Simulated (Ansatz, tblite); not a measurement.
# The cluster Mg2Te: one state, many levels

An exercise on one series of results from a longer session: the logs are not shown, and one member is left open.

Computed with Ansatz 0.2.0, Gaussian basis. Level: as each input shows.

Levels to be run: GFN1-xTB, GFN2-xTB, PBE-D4/def2-TZVP, r2SCAN-D4/def2-TZVP, B2PLYP/def2-TZVP, revPBE-D4/def2-TZVP, BLYP-D4/def2-TZVP, BHLYP-D4/def2-TZVP, HSE06-D4/def2-TZVP, PBE-D4/def2-SVP, PBE0-D4/def2-SVP, PBE0-D4/def2-TZVPD, PBE-D4/def2-TZVPD, r2SCAN-D4/def2-TZVPD, CCSD(T)/def2-TZVPP, MP2/def2-TZVP, RPA/def2-TZVP, CCSD(T)/def2-TZVPD.

5 further runs of the same task are left out: 5 set aside as unsound or not needed. Runs told in other sessions of the task aren't counted.

### The structure

The singlet was relaxed beforehand with B3LYP-D4/def2-TZVP. At that level it is the lowest of the isomers that a small search found.

3 atoms, charge 0, spin multiplicity 1.

Bond lengths: Mg1–Te3 2.677 Å, Mg2–Te3 2.677 Å. Angles: Mg1–Te3–Mg2 62.0°.

Coordinates:

```xyz
3
charge 0, multiplicity 1
Mg    0.8670    1.2311   -0.4693
Mg   -0.9427   -0.7849   -0.9913
Te    0.0758   -0.4462    1.4607
```

Te takes a core potential in the def2 sets. No spin-orbit coupling is included.

PBE0-D4/def2-TZVP was run before; its log isn't repeated, and its numbers join the tables.

The first run:

Tight binding, by tblite at 300 K electronic temperature and without a spin-polarisation term:

```python
tblite.interface.Calculator('GFN1-xTB', numbers, positions, charge=0, uhf=0).singlepoint()
```

Tight binding, by tblite at 300 K electronic temperature and without a spin-polarisation term:

```python
tblite.interface.Calculator('GFN2-xTB', numbers, positions, charge=0, uhf=0).singlepoint()
```

start.molden holds the orbitals of an earlier run on this state, given as this run's starting guess.

Input file in.yaml:

```yaml
crystal:
  periodic: [false, false, false]
  atoms:
    - {symbol: Mg, position_ang: [0.866986, 1.231059, -0.469331]}
    - {symbol: Mg, position_ang: [-0.942739, -0.784873, -0.991335]}
    - {symbol: Te, position_ang: [0.075754, -0.446186, 1.460665]}
basis:
  gaussian: {orbitals: def2-TZVP, initial_orbitals: start.molden}
hamiltonian: {xc: pbe, dispersion: d4}
scf: {omitted_lower_state_checks: [starts]}
output: {orbitals: {seedname: orbitals}}
```

Started as:

```console
$ ansatz run in.yaml --threads 4 --pin off --events-out ev --progress --plain --max-ram 3916MiB
```

Among the steps run: PBE-D4/def2-TZVP; r2SCAN-D4/def2-TZVP; B2PLYP/def2-TZVP; revPBE-D4/def2-TZVP; BLYP-D4/def2-TZVP; BHLYP-D4/def2-TZVP; HSE06-D4/def2-TZVP; PBE-D4/def2-SVP; PBE0-D4/def2-SVP; PBE0-D4/def2-TZVPD; PBE-D4/def2-TZVPD; r2SCAN-D4/def2-TZVPD; CCSD(T)/def2-TZVPP; MP2/def2-TZVP; RPA/def2-TZVP; CCSD(T)/def2-TZVPD.

One table of the session follows, with a row left open; its other results are not shown here.

It belongs to the step «Levels side by side». 

```
               level  HOMO (eV)  LUMO (eV)  gap (eV)
     PBE-D4/def2-SVP      -4.27      -3.54      0.73
    PBE-D4/def2-TZVP      -4.28      -3.56      0.72
   PBE-D4/def2-TZVPD      -4.29      -3.57      0.72
 revPBE-D4/def2-TZVP      -4.23      -3.50      0.73
   BLYP-D4/def2-TZVP      -4.13      -3.45      0.68
 r2SCAN-D4/def2-TZVP      -4.37      -3.51      0.87
r2SCAN-D4/def2-TZVPD      -4.37      -3.51      0.86
    PBE0-D4/def2-SVP          ?          ?         ?
   PBE0-D4/def2-TZVP      -4.91      -3.06      1.85
  PBE0-D4/def2-TZVPD      -4.91      -3.06      1.85
  HSE06-D4/def2-TZVP      -4.55      -3.40      1.15
  BHLYP-D4/def2-TZVP      -5.40      -2.47      2.94
```

Estimate the missing values for PBE0-D4/def2-SVP.

The run gave: HOMO (eV): -4.90; LUMO (eV): -3.04; gap (eV): 1.85. In the column «HOMO (eV)» it lies between PBE0-D4/def2-TZVPD (-4.91) and HSE06-D4/def2-TZVP (-4.55).
